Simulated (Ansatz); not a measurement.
Geometry optimisation, Ansatz, RKS PBE0/def2-SVP.

input.yaml

```yaml
crystal:
  periodic: [false, false, false]
  atoms:
    - { symbol: Al, position_ang: [0.095174, -0.504729, -0.366642] }
    - { symbol: F, position_ang: [-0.187889, 0.137317, 2.427677] }
    - { symbol: H, position_ang: [1.492197, 0.17668, -0.656351] }
    - { symbol: H, position_ang: [-1.334753, 0.002195, -0.818615] }
    - { symbol: "N", position_ang: [0.132018, -2.143045, 0.542749] }
    - { symbol: H, position_ang: [-0.662195, -2.77557, 0.56517] }
    - { symbol: H, position_ang: [0.991271, -2.661824, 0.698061] }
    - { symbol: H, position_ang: [-0.148724, -0.783523, 2.309851] }
basis:
  gaussian: { orbitals: def2-SVP }
hamiltonian:
  xc: pbe0
relax:
  f_tol: 0.03
  max_steps: 50
```

Run as:

```bash
$ ansatz run input.yaml --threads 1 --pin off --max-ram 2048MiB --backend cpu --events-out ev --progress --plain --runs-dir out
```

Q: Where does it end, and by what steps?

A: It converged. After 12 steps the energy has fallen by 2.083 eV; H8 moved furthest, 1.19 Å. Parted: F2–H8 (0.93 → 2.50 Å). Joined: Al1–F2 (2.88 → 1.70 Å), N5–H8 (2.25 → 1.02 Å).

```json
{"step": "0", "energy less start (eV)": "0.0000", "largest force component (eV/Å)": "1.393", "accepted": "yes"}
{"step": "1", "energy less start (eV)": "-0.2266", "largest force component (eV/Å)": "0.863", "accepted": "yes"}
{"step": "2", "energy less start (eV)": "-0.4369", "largest force component (eV/Å)": "0.769", "accepted": "yes"}
{"step": "3", "energy less start (eV)": "-0.6470", "largest force component (eV/Å)": "0.990", "accepted": "yes"}
{"step": "4", "energy less start (eV)": "-0.9141", "largest force component (eV/Å)": "1.630", "accepted": "yes"}
{"step": "5", "energy less start (eV)": "-1.3737", "largest force component (eV/Å)": "1.882", "accepted": "yes"}
{"step": "6", "energy less start (eV)": "-1.6638", "largest force component (eV/Å)": "3.359", "accepted": "yes"}
{"step": "7", "energy less start (eV)": "-1.9383", "largest force component (eV/Å)": "1.503", "accepted": "yes"}
{"step": "8", "energy less start (eV)": "-2.0398", "largest force component (eV/Å)": "0.719", "accepted": "yes"}
{"step": "9", "energy less start (eV)": "-2.0654", "largest force component (eV/Å)": "0.654", "accepted": "yes"}
{"step": "10", "energy less start (eV)": "-2.0798", "largest force component (eV/Å)": "0.181", "accepted": "yes"}
{"step": "11", "energy less start (eV)": "-2.0825", "largest force component (eV/Å)": "0.044", "accepted": "yes"}
{"step": "12", "energy less start (eV)": "-2.0834", "largest force component (eV/Å)": "0.007", "accepted": "yes"}
```

```xyz
8
Properties=species:S:1:pos:R:3
Al 0.015 -0.086 0.158
F -0.151 0.589 1.705
H 1.460 0.079 -0.504
H -1.319 -0.107 -0.722
N 0.087 -2.016 0.887
H -0.678 -2.614 0.573
H 0.966 -2.502 0.706
H -0.003 -1.895 1.899
```

Whether the end is a true minimum wasn't checked by a vibrational analysis.

Run time: 17 s on 1 thread of Intel(R) Xeon(R) 6975P-C (Granite Rapids), with other jobs on the host, peak memory 0.15 GiB.
